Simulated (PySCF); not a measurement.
**Property card for `[Be][F]` [radical]**

Species: BeF (doublet state).
Atom-mapped SMILES: `[Be:1][F:2]`

**PBE0-D3(BJ)/def2-SVP geometry optimisation, gas phase (PySCF)**

- Point group: C∞v
- Rotational constant B (linear): 42.354 GHz
- Dipole moment: 1.24 D

From UKS B3LYP, IGLO-III on F, def2-TZVP with a decontracted core on Be, non-relativistic, mean-field spin-orbit, GIAO (PySCF):

* Isotropic g value: 2.00171
* Principal g values: 2.00143, 2.00143, 2.00227
* Spin squared ⟨S²⟩: 0.751
* Largest Mulliken spin population: 1.01 on Be1
* Largest isotropic hyperfine couplings (means over sets of like nuclei): 9Be -308.7 (Be1), 19F +245.4 (F2) MHz

Monoisotopic mass (most abundant isotopes): 28.0106 u.

⟨S²⟩ is 0.001 above the pure-spin value S(S + 1) = 0.75. g_iso is shifted by about -610 ppm from the free-electron value 2.002319; the principal values span 0.0008. In atomic units the dipole is 0.49 e·bohr (1 au = 2.5417 D). B corresponds to 1.413 cm⁻¹ (most abundant isotopes). At 9.50 GHz, hν = g·μB·B₀ (B₀ the magnetic field) puts the centre of the isotropic spectrum, to first order, at 339.1 mT.

For the geometry optimisation (PBE0-D3(BJ)/def2-SVP), hardware: x86-64 server, one thread, no GPU (shared host). Cost: 2.3 s wall, 1.2 s CPU.
